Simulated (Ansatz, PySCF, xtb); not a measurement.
Bonds broken one at a time in the series CF3-X. Isolated molecules, 0 K electronic values unless said otherwise. One relaxed conformer stands for each flexible species; it need not be the lowest. Strings in code marks are SMILES.

Quantity: homolytic bond dissociation enthalpy at 298 K (no spin–orbit term), in eV. Thermal and zero-point terms are GFN2-xTB rigid-rotor harmonic values (xtb).

Level 1: frozen-core MP2/def2-TZVPP // B3LYP-D3(BJ)/def2-TZVP (Ansatz, an electronic-structure program)
Level 2: B3LYP/3-21G // B3LYP-D3(BJ)/def2-TZVP (PySCF)
Level 3: HF/3-21G // B3LYP-D3(BJ)/def2-TZVP (PySCF)
Level 4: HF/6-31G* // B3LYP-D3(BJ)/def2-TZVP (PySCF)

```
species                                                           level 2  level 3  level 4
----------------------------------------------------------------  -------  -------  -------
F–C bond of `FC(F)(F)Cl`, giving `F[C](F)Cl` and `[F]`               5.13     3.25     3.59
F–C bond of `F[C](F)(F)[GeH3]`, giving `F[C](F)[GeH3]` and `[F]`     5.09     3.22     3.52
C–F bond of `CC(F)(F)F`, giving `C[C](F)F` and `[F]`                 5.33     3.48     3.80
```

Question: What does level 1 give for each?

Answer: 
- F–C bond of `FC(F)(F)Cl`, giving `F[C](F)Cl` and `[F]`: 5.56
- F–C bond of `F[C](F)(F)[GeH3]`, giving `F[C](F)[GeH3]` and `[F]`: 5.50
- C–F bond of `CC(F)(F)F`, giving `C[C](F)F` and `[F]`: 5.76
